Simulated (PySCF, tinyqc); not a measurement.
Inside a calculation. Method: RHF in the sto-3g basis, for HF, spin multiplicity 1. The lowest restricted solution is unstable here: a spin-polarised one lies 0.0350 hartree lower (PySCF). One step of it, computed by the program tinyqc.

Question. Iteration 2: DIIS coefficients. Solve [B -1; -1 0][c; lambda] = [0; -1] for the coefficients, which sum to one.

B (overlaps of the stored error matrices):
$$\begin{pmatrix}
2.2848685e-01 & -4.0374557e-03 \\
-4.0374557e-03 & 4.1455284e-01
\end{pmatrix}$$

Give: DIIS coefficients.

Answer.

DIIS coefficients: [0.6429, 0.3571]
